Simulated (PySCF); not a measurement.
**Ionisation energy of F by level of theory**

F [He] 2s2 2p5 (2P) → F⁺ [He] 2s2 2p4 (3P), as a difference of total energies. All numbers are calculated (PySCF 2.14, the non-relativistic Hamiltonian (point nucleus), in def2-SVP (3s2p1d, 14 functions)). Correlated levels: valence: 1s2 frozen. The calculations carry no spin-orbit coupling.

```
           method  ionisation energy (eV)
              UHF                  15.772
              LDA                  17.738
            B3LYP                  17.554
    MP2 (valence)                  16.959
SCS-MP2 (valence)                  16.914
   CCSD (valence)                  16.879
CCSD(T) (valence)                  16.881
```

Problem. How much does correlation contribute at CCSD(T) (valence)?

Solution. 16.881 − (15.772) = 1.109 eV, measured against UHF.

Errors of the correlated levels include the incompleteness of this basis and the frozen core.

For comparison: 17.427 eV (measured; NIST levels, between the centres of gravity of the two terms).
